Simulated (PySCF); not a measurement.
Property card for 2-chloro-1,1-difluoroethane (`FC(F)CCl`)

Species: 2-chloro-1,1-difluoroethane, C2H3ClF2.
Numbering: `[F:1][CH:2]([F:3])[CH2:4][Cl:5]` (hydrogens: H6 on C2; H7, H8 on C4)

Some functional groups and rings: C–F bond and C–Cl bond.

From GFN2-xTB geometry:

* Point group of the GFN2-xTB geometry: C1
* Rotational constants A, B, C of the GFN2-xTB geometry: 8.970, 2.133, 1.837 GHz

PBE0/def2-SVPD ground state and vertical TDDFT (core frozen in the response) (PySCF):

* Dipole moment: 1.38 D
* HOMO energy: -9.10 eV
* LUMO energy: -0.01 eV
* HOMO–LUMO gap: 9.09 eV
* Lowest singlet excitation: 7.37 eV (168 nm, f = 0.003)
* Strongest line among the 6 lowest singlet transitions: S4 at 8.67 eV (143 nm, f = 0.036)
* Lowest triplet excitation (Tamm–Dancoff): 6.61 eV
* Static isotropic polarisability: 41.8 au
* Electronic spatial extent ⟨r²⟩ about the centre of nuclear charge: 584 bohr²

From PBE0/pcSseg-1 ground state and GIAO shieldings, non-relativistic (PySCF):

* Lowest Hirshfeld atomic charge: -0.10 e on F1/F3
* Highest Hirshfeld atomic charge: +0.14 e on C2
* 13C chemical shifts (computed TMS as zero) by class: 123.1 (C2), 51.0 (C4) ppm
* 1H chemical shifts (computed TMS as zero) by class: 6.13 (H6), 3.76 (H7/H8) ppm
* Isotropic shieldings of nuclei other than C and H, by class: 305 (F1/F3), 889 (Cl5) ppm
* Mayer bond orders between heavy atoms: F1–C2 0.98, C2–F3 0.95, C2–C4 0.98, C4–Cl5 0.99

Monoisotopic mass from the formula: 99.9891 u.

The largest Löwdin shares of the HOMO are 0.79 on Cl5, 0.13 on C4 and 0.04 on H8. The polarisability is 6.19 Å³ as a volume (1 au = 0.148185 Å³), or 0.84 au for each of the 50 electrons. With B = h/(8π²I), that is 505.379 GHz u Å² over I, the principal moments of inertia are 56.3, 237.0 and 275.1 u Å² (most abundant isotopes); the inertial defect Ic − Ia − Ib is -18.2 u Å² (zero for a rigid planar frame, negative otherwise). No computed singlet falls in the visible range (750 to 380 nm, 1.65 to 3.26 eV); S1 lies 4.11 eV above its blue end. S1 lies 1.72 eV below the HOMO–LUMO gap; its leading configuration is HOMO→LUMO, weight 0.96. The 6 singlets span 7.37 to 9.14 eV, and their oscillator strengths add up to 0.07. The rotational constants make it an asymmetric top with κ = (2B − A − C)/(A − C) = -0.92, nearer the prolate limit (−1).

One conformer (not necessarily the lowest) at the GFN2-xTB geometry, without solvent or vibrations. NMR classes are plain means over equivalent atoms (diastereotopic ones count apart unless rotation or inversion swaps them), as if these changed places fast; in this geometry the members of some classes differ.

Shape of the structure used: `[F:1][CH:2]([F:3])[CH2:4][Cl:5]`: F1–C2–C4–Cl5 78°.
